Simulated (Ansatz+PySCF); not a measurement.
doublet NH3(+): levels of theory in one basis

```xyz
4

N     0.0000    0.0000    0.0000
H     0.0000   -1.0054   -0.0138
H     0.0000    0.4907    0.8777
H     0.0000    0.5147   -0.8638
```

Basis set: cc-pVTZ (spherical functions). Correlated methods keep 1 orbital frozen. Correlation on ROHF uses semicanonical orbitals with singles. Charge 1, multiplicity 2.

Computed with Ansatz (development build ahead of 0.2.0); each method stands on the lowest determinant of its kind that the runs found.

```csv
method,E − E(ROHF) (eV),<S²> of the determinant
ROHF,0.00,0.75
UHF,-0.15,0.76
ROHF-MP2,-5.00,–
UHF-MP2,-4.99,0.76
ROHF-CCSD(T),-5.62,–
UHF-CCSD(T),-5.62,0.76
```

(1) What does UHF-CCSD give on the same scale?

(2) Is a single determinant a sound starting point here?

## Answers

(1) -5.50 eV.

(2) By this sign, yes. Unrestricted orbitals gain 0.15 eV and <S²> is 0.76 against 0.75 for a pure state.
